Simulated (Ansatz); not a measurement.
# C₂H₄N₂O: up Jacob's ladder to CCSD(T)

How much do the methods differ for C₂H₄N₂O? The plan is to run it at one geometry with functionals of several rungs and with coupled cluster, and see how far each lands from CCSD(T) at the basis-set limit for the atomisation energy.

The runs use Ansatz 0.2.0, Gaussian basis; functionals in def2-TZVPP, the program's frozen cores in correlated methods.

Plan: LDA (SPW92), PBE-D4, revPBE-D4, BLYP-D4, r2SCAN-D4, B97M-V, PBE0-D4, B3LYP-D4, r2SCANh-D4, r2SCAN0-D4, HSE06-D4, BHLYP-D4, CAM-B3LYP-D4, LC-ωPBE, ωB97X-V, ωB97M-V, B2PLYP, PBE-QIDH; CCSD(T)/def2-SVP; CCSD(T)/def2-TZVPP; MP2/def2-QZVPP; extrapolation to the limit; RPA on PBE.

### 1 The relaxed structure

The geometry comes from an earlier relaxation with PBE0-D4 in a triple-zeta def2 set; it is a stationary point, not always the lowest conformer.

SMILES `N=CC(N)=O`, 9 atoms, charge 0, spin multiplicity 1.

Atoms are counted from 1 here; the program's logs count them from 0.

Bond lengths: N1–C2 1.261 Å, N1–H6 1.019 Å, C2–C3 1.507 Å, C2–H7 1.094 Å, C3–N4 1.343 Å, C3–O5 1.214 Å, N4–H8 1.004 Å, N4–H9 1.006 Å. Angles: C2–N1–H6 112.0°, N1–C2–C3 120.7°, N1–C2–H7 126.0°, C3–C2–H7 113.3°, C2–C3–N4 114.2°, C2–C3–O5 120.1°, N4–C3–O5 125.7°, C3–N4–H8 119.7°, C3–N4–H9 118.9°, H8–N4–H9 121.4°.

### 2 LDA

This LDA is Slater exchange with PW92 correlation.

The input, in.yaml:

```yaml
crystal:
  periodic: [false, false, false]
  atoms:
    - {symbol: N, position_ang: [-0.292311, 1.542730, 0.134533]}
    - {symbol: C, position_ang: [0.493884, 0.725423, -0.417642]}
    - {symbol: C, position_ang: [0.335601, -0.757711, -0.205257]}
    - {symbol: N, position_ang: [-0.686950, -1.091868, 0.599179]}
    - {symbol: O, position_ang: [1.098466, -1.534823, -0.742422]}
    - {symbol: H, position_ang: [-0.064825, 2.507867, -0.098925]}
    - {symbol: H, position_ang: [1.330432, 0.981642, -1.074496]}
    - {symbol: H, position_ang: [-0.868737, -2.058880, 0.797396]}
    - {symbol: H, position_ang: [-1.257061, -0.360581, 0.990536]}
basis:
  gaussian: {orbitals: def2-TZVPP}
hamiltonian: {xc: lda}
output: {orbitals: {seedname: orbitals}}
```

The runs that follow: PBE-D4 (GGA); revPBE-D4 (GGA); BLYP-D4 (GGA); r2SCAN-D4 (meta-GGA); B97M-V (meta-GGA); PBE0-D4 (hybrid); B3LYP-D4 (hybrid); r2SCANh-D4 (hybrid); r2SCAN0-D4 (hybrid); HSE06-D4 (hybrid); BHLYP-D4 (hybrid); CAM-B3LYP-D4 (range-separated); LC-ωPBE (range-separated); ωB97X-V (range-separated); ωB97M-V (range-separated); B2PLYP (double hybrid); PBE-QIDH (double hybrid); CCSD(T) in def2-SVP; CCSD(T) in def2-TZVPP; MP2 in def2-QZVPP; RPA on PBE orbitals.

**Question.** What will the summary of the whole plan be? Wanted: atomisation energy, CCSD(T)/CBS; farthest beyond LDA; mean size of error, GGA; mean size of error, meta-GGA; mean size of error, hybrid; mean size of error, range-separated; mean size of error, double hybrid; gap, smallest and largest; T1 diagnostic.

As calculated:

| quantity | value |
| --- | --- |
| atomisation energy, CCSD(T)/CBS | 38.710 eV |
| functionals within 0.194 eV (0.5 %) | r2SCAN-D4, B97M-V, B2PLYP |
| farthest beyond LDA | PBE-D4 (+1.998 eV) |
| mean size of error, GGA | 1.204 eV |
| mean size of error, meta-GGA | 0.161 eV |
| mean size of error, hybrid | 0.719 eV |
| mean size of error, range-separated | 0.340 eV |
| mean size of error, double hybrid | 0.216 eV |
| gap, smallest and largest | 3.11 eV (LDA (SPW92)), 11.08 eV (LC-ωPBE) |
| T1 diagnostic | 0.0150 |
| triples share of the correlation energy | 4.4 % |

LDA overbinds by 7.363 eV (19 %). PBE-D4 misses by +1.998 eV. Double hybrids carry the basis error of their MP2 part in triple zeta, and no dispersion term here, so their miss is partly the set-up's. Taken by rung, meta-GGA functionals do best (0.161 eV on average) and GGA ones worst beyond LDA (1.204 eV). The gap between the best rungs is small, so their order is not settled. The reference freezes the cores and leaves out relativity and excitations past (T), so misses under about 0.194 eV can't be ranked. Hartree-Fock recovers 65 % of the binding; the rest is correlation. CCSD(T) in def2-SVP is off by -2.278 eV, which most functionals beat. Orbital gaps span 3.1 to 11.1 eV; exact exchange widens them.
